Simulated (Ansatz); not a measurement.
The input, for Ansatz 0.2.0:

```yaml
crystal:
  periodic: [false, false, false]
  atoms:
    - {symbol: F, position_ang: [0.000000, 0.000000, 0.000000]}
    - {symbol: P, position_ang: [0.000000, 0.000000, 1.593400]}
basis:
  gaussian: {orbitals: cc-pVDZ}
magnetization: {spin_polarized: true, initial_magnetization: 0}
correlation: {method: ccsdtq, electrons: outside_noble_gas}
```

```sh
$ ansatz run in.yaml --threads 2 --pin off --events-out ev --progress --plain --max-ram 23808MiB --backend cuda --devices 0, --max-vram 18GiB
```

The program prints:

```
544 factors; integrals over basis functions are off by at most 1.6e-7 eV
mean field evaluation 1: about -11974.6574 eV, gradient 1.4e1 eV
mean field evaluation 2: about -11974.6809 eV, gradient 1.4e1 eV
mean field evaluation 4: about -11975.4470 eV, gradient 1.0e0 eV
mean field evaluation 8: about -11975.4551 eV, gradient 1.1e-3 eV
mean field evaluation 16: about -11976.9790 eV, gradient 8.6e-1 eV
mean field evaluation 32: about -11975.4551 eV, gradient 4.4e-3 eV
mean field evaluation 64: about -11975.4551 eV, gradient 2.8e-3 eV
mean field evaluation 96: about -11975.4529 eV, gradient 4.9e-1 eV
mean field evaluation 128: about -11976.9983 eV, gradient 4.2e-4 eV
mean field evaluation 160: about -11976.9982 eV, gradient 1.0e-1 eV
...
cycle  16  -8.23528180 eV  change   -3.2e-3 eV  update   3.1e-4
cycle  17  -8.23462110 eV  change    6.6e-4 eV  update   1.4e-4
cycle  18  -8.23455830 eV  change    6.3e-5 eV  update   4.0e-5
cycle  19  -8.23450518 eV  change    5.3e-5 eV  update   3.7e-5
cycle  20  -8.23449976 eV  change    5.4e-6 eV  update   1.0e-5
cycle  21  -8.23449441 eV  change    5.3e-6 eV  update   6.3e-6
cycle  22  -8.23449892 eV  change   -4.5e-6 eV  update   3.2e-6
cycle  23  -8.23450069 eV  change   -1.8e-6 eV  update   1.8e-6
cycle  24  -8.23449666 eV  change    4.0e-6 eV  update   1.0e-6
cycle  25  -8.23449650 eV  change    1.7e-7 eV  update   7.6e-7
WARN: the results are in doubt because among natural orbitals full CI differs from the method by +1.141 eV
Total energy: -11985.23281385 eV, -440.4491820262 hartree
In doubt: among natural orbitals full CI differs from the method by +1.141 eV
```

Ran on 2 threads of AMD EPYC 7R13 with a shared H100 80 GB, shared host: 69 s wall, 0.95 GiB peak host memory.
